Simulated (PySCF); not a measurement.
## Exact simulation of a proton spin system

Molecule: SMILES F/C=C(/F)CF, C3H3F3.

Molfile (atoms numbered from 1):
```
C3H3F3
     RDKit          3D

  9  8  0  0  0  0  0  0  0  0999 V2000
    1.3980   -1.4971    0.3286 F   0  0  0  0  0  0  0  0  0  0  0  0
    1.3887   -0.1967    0.0361 C   0  0  0  0  0  0  0  0  0  0  0  0
    0.2507    0.4586   -0.1465 C   0  0  0  0  0  0  0  0  0  0  0  0
    0.3175    1.7649   -0.4613 F   0  0  0  0  0  0  0  0  0  0  0  0
   -1.1355   -0.1002   -0.0328 C   0  0  0  0  0  0  0  0  0  0  0  0
   -1.6503    0.1276    1.2212 F   0  0  0  0  0  0  0  0  0  0  0  0
    2.3732    0.2389   -0.0442 H   0  0  0  0  0  0  0  0  0  0  0  0
   -1.8042    0.3939   -0.7449 H   0  0  0  0  0  0  0  0  0  0  0  0
   -1.1246   -1.1840   -0.1813 H   0  0  0  0  0  0  0  0  0  0  0  0
  1  2  1  0
  2  3  2  0
  3  4  1  0
  3  5  1  0
  5  6  1  0
  2  7  1  0
  5  8  1  0
  5  9  1  0
M  END
```

In vacuum, no relativistic terms, single conformer, equivalent nuclei averaged. Shieldings: GIAO PBE0/pcSseg-1; spin–spin couplings from B3LYP/pcJ-1; GFN2-xTB geometry; PySCF 2.14.0 with density-fitted response routines.

Shifts are taken against calculated references (same method and geometry level): TMS for $^{1}$H (σref 31.72).

Shifts (ppm): F1 -174.2, F4 -167.3, F6 -240.0, H7 7.62, H8/H9 5.49.
Couplings (Hz): F1–F4: -175.2; F1–F6: 10.1; F1–H7: 82.3; F1–H8, F1–H9: 6.3; F4–F6: -34.9; F4–H7: 2.2; F4–H8, F4–H9: 26.7; F6–H7: -7.1; F6–H8, F6–H9: 54.5; H7–H8, H7–H9: 0.1; H8–H9: -11.1.

The 6-spin Hamiltonian (Zeeman plus full scalar coupling among like nuclei) was diagonalised exactly; lines are Lorentzian, 1.0 Hz wide, and the maxima above 3 % are listed with the tallest set to 100.

(1) Give the $^{1}$H peak list of this spin system at 300 MHz.

(2) And at 500 MHz?

Results:

(1) 
δ in ppm (height): 7.773 (52), 7.765 (52), 7.749 (52), 7.741 (52), 7.499 (52), 7.491 (52), 7.475 (52), 7.467 (52), 5.636 (100), 5.615 (100), 5.547 (100), 5.526 (100), 5.454 (100), 5.433 (100), 5.365 (100), 5.344 (100)

(2) 
Hz from δ = 0 (height): 3855.8 (52), 3853.6 (52), 3848.7 (52), 3846.5 (52), 3773.6 (52), 3771.3 (52), 3766.5 (52), 3764.2 (52), 2788.8 (100), 2782.5 (100), 2762.1 (100), 2755.8 (100), 2734.2 (100), 2728.0 (100), 2707.6 (100), 2701.2 (100)

Only one conformer was computed, so three-bond couplings in flexible chains and rings are approximate.
